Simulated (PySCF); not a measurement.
# Li3: relaxation and vibrations of the quartet

The task is one start of a wider search on Li3: the quartet, from a equilateral triangle start. It is relaxed, tested by its Hessian and followed downhill if it is a saddle.

Program: PySCF 2.14.0. Level of theory: B3LYP, basis Li def2-TZVP, no relativity, density fitting. These are calculated values, not measurements.

## 1. Starting geometry

3 atoms, charge 0, spin multiplicity 4.

No contacts short enough for the rule that draws bonds.

```xyz
3
charge 0 multiplicity 4
Li    0.8293   -1.4364    0.0000
Li   -1.6586    0.0000    0.0000
Li    0.8293    1.4364    0.0000
```

## 2. First SCF at the start

The steps below are one call of a driver around PySCF. For each, scf.py gives the equivalent set-up of the SCF; relaxations use the driver's own optimiser. After this first run the driver tries any further starts and a stability analysis.

Contents of scf.py:

```python
from pyscf import gto, scf, dft
mol = gto.M(atom='''
Li     0.829300    -1.436390     0.000000
Li    -1.658610    -0.000010     0.000000
Li     0.829310     1.436390     0.000000''',
    basis={'Li': 'def2-TZVP'},
    charge=0, spin=3)
mf = dft.UKS(mol, xc='B3LYP')
mf.grids.atom_grid = (50, 194)
aux = {'Li': 'def2-universal-JKFIT'}
mf = mf.density_fit(auxbasis=aux)
mf.conv_tol = 1e-08
mf.diis_space = 10
mf.max_cycle = 60
mf.init_guess = 'minao'
mf.verbose = 4
mf.kernel()
```

The run is started by

```console
$ OMP_NUM_THREADS=2 python axn.py task.json out
```

After this run come: Relaxation: equilateral triangle start, quartet; Hessian and properties.

Q: Predict the outcome of this session. Wanted: minimum; geometry; wavenumbers; dipole moment; highest occupied, lowest empty level; polar-tensor charge of Li1; zero-point energy; atomisation energy; ⟨S²⟩.

As calculated:

| quantity | value |
| --- | --- |
| minimum | quartet, D3h |
| geometry | Li–Li 3.264 Å (×2); Li–Li–Li 60.0° |
| wavenumbers (cm⁻¹) | 163 (e'), 168 (a1') |
| dipole moment | 0.00 D |
| highest occupied, lowest empty level (either spin) | -3.19, -2.55 eV |
| polar-tensor charge of Li1 | +0.00 e |
| zero-point energy | 3.0 kJ/mol |
| entropy at 298.15 K | 271.4 J/(mol K) |
| atomisation energy (no zero-point energy) | 12 kJ/mol |
| ⟨S²⟩ | 3.750 |

The molecule stays D3h, as typed, and the end point is a minimum. The strongest infrared band lies at 163 cm⁻¹ (e', mixed). Only this shape and spin were tried, so other structures or states may lie lower.
